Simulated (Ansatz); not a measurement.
Relaxation of C₃H₇NO (12 atoms, charge 0, multiplicity 1), to a largest force component of 0.02 eV/Å in at most 50 steps.

Theory: UKS r2SCAN-D4/STO-3G (Ansatz 0.2.0).

```xyz
12
Properties=species:S:1:pos:R:3
C -0.883 -1.004 0.010
C 0.031 0.178 0.282
N 1.388 -0.301 0.223
C -0.060 1.286 -0.763
O -0.206 2.462 -0.495
H -1.966 -0.582 0.004
H -0.818 -1.746 0.757
H -0.712 -1.389 -0.993
H -0.170 0.624 1.312
H 2.046 0.471 0.507
H 1.545 -1.005 0.986
H -0.117 0.950 -1.795
```

**Question.** Where does it end, and by what steps?

**Answer.** The forces met the threshold. Limits of this set-up: minimal basis. After 13 steps the energy has fallen by 0.588 eV; H12 moved furthest, 0.41 Å.

```
step  energy less start (eV)  largest force component (eV/Å)  accepted
   0                  0.0000                           3.806       yes
   1                 -0.3200                           2.579       yes
   2                 -0.4639                           2.345       yes
   3                 -0.5487                           0.970       yes
   4                 -0.5682                           0.479       yes
   5                 -0.5814                           0.147       yes
   6                 -0.5836                           0.047       yes
   7                 -0.5848                           0.192       yes
   8                 -0.5847                           0.217        no
   9                 -0.5865                           0.108       yes
  10                 -0.5835                           0.411        no
  11                 -0.5878                           0.027       yes
  12                 -0.5882                           0.034       yes
  13                 -0.5882                           0.017       yes
```

```xyz
12
Properties=species:S:1:pos:R:3
C -0.954 -0.943 0.031
C 0.067 0.198 0.308
N 1.476 -0.367 0.152
C -0.100 1.322 -0.777
O -0.608 2.444 -0.567
H -1.984 -0.564 0.104
H -0.824 -1.752 0.764
H -0.792 -1.352 -0.975
H -0.137 0.639 1.310
H 2.100 0.407 0.530
H 1.540 -1.080 0.938
H 0.293 0.993 -1.783
```

Whether the end is a true minimum wasn't checked by a vibrational analysis.

The run took 2.2 min on 1 thread of Intel(R) Xeon(R) Processor @ 2.50GHz (Skylake/Cascade Lake) (shared host), peak memory 0.2 GiB.
